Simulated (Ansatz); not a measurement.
## [OH···H···H], doublet in cc-pVDZ: errors against UCCSDTQ

Geometry: a point of a hydrogen-transfer path between rigid fragments, not a stationary point.

```yaml
atoms:
  - { symbol: O, position_ang: [-0.1715, -0.0491, 0.0000] }
  - { symbol: H, position_ang: [-0.4208, 0.8775, 0.0000] }
  - { symbol: H, position_ang: [1.1305, -0.0491, 0.0000] }
  - { symbol: H, position_ang: [2.0125, -0.0491, 0.0000] }
```

Basis cc-pVDZ; Ansatz 0.2.0. Only valence electrons are correlated (noble-gas cores frozen), which leaves 9 electrons in 28 orbitals. Prefix R: restricted or restricted open-shell reference; prefix U: unrestricted. Active spaces: pair = (3e, 3o) about the gap; valence = (9e, 7o) chosen from the atoms' valence shells.

Full CI isn't at hand for all of this; UCCSDTQ serves as the reference, and is uncertain by about the last step of the cluster series. The frozen core follows each run's orbitals, which can shift R against U totals by a few meV.

For open shells CISD is restricted-active-space CI with the open shells as a complete middle space.

```
UHF ⟨S²⟩                          : 0.792
T1 diagnostic (RCCSD)             : 0.0445
largest doubles amplitude (RCCSD) : 0.060
T1 diagnostic (UCCSD)             : 0.0249
```

```json
{"level": "UHF", "E − E(RHF) (eV)": "-0.3110"}
{"level": "RMP2", "E − E(RHF) (eV)": "-5.5550"}
{"level": "UMP2", "E − E(RHF) (eV)": "-5.5975"}
{"level": "RCCSD", "E − E(RHF) (eV)": "-6.2220"}
{"level": "UCCSD", "E − E(RHF) (eV)": "-6.2282"}
{"level": "RCCSD(T)", "E − E(RHF) (eV)": "-6.3225"}
{"level": "UCCSD(T)", "E − E(RHF) (eV)": "-6.3234"}
```

Problem. Estimate how far UCCSDTQ in cc-pVDZ lies from RCCSD(T). The table doesn't fix it; the size of (T) and the diagnostics are the guide.

Solution. UCCSDTQ in cc-pVDZ lies 2.3 kJ/mol below RCCSD(T), which is 23 % of the (T) step (-9.7 kJ/mol). T1 is raised, but (T) still catches most of what CCSD lacks.

The other levels:

```csv
level,E − E(UCCSDTQ) (kJ/mol),share of correlation (%),wall time
CISD,46.1,92.48,0.61 s
BCCD(T),2.2,99.64,0.9 s
RCCSDT,1.1,99.81,–
UCCSDT,1.1,99.82,–
RCCSDT(Q),0.0,100.00,9 s
UCCSDT(Q),0.0,100.00,7 s
RCCSDTQ,0.0,99.99,11 s (H100)
CASSCF (pair space),534.1,12.77,–
NEVPT2 (pair space),51.7,91.56,0.37 s
CASSCF (valence space),450.8,26.37,–
NEVPT2 (valence space),71.0,88.40,0.49 s
MRCISD (valence space),20.6,96.63,–
MRCISD+Q (valence space),2.1,99.66,1 s
MRCISD+Q(relaxed) (valence space),-0.8,100.13,1.2 s
```

The correlation energy at UCCSDTQ, counted from RHF, is -6.346 eV. That run took 9.5 s on 2 threads of AMD EPYC 7R13 with a shared H100 80 GB, shared host.

Times hold each run's SCF and search for its determinant on a shared host, so for small cases they say little of a method's own cost; rows without a card ran on 1 thread of AMD EPYC 7R13.

Natural occupations of CASSCF (valence space) about the gap: 1.999 1.997 1.976 1.961 1.001 0.040 0.024; effectively unpaired electrons, Σ n²(2−n)², 1.02.
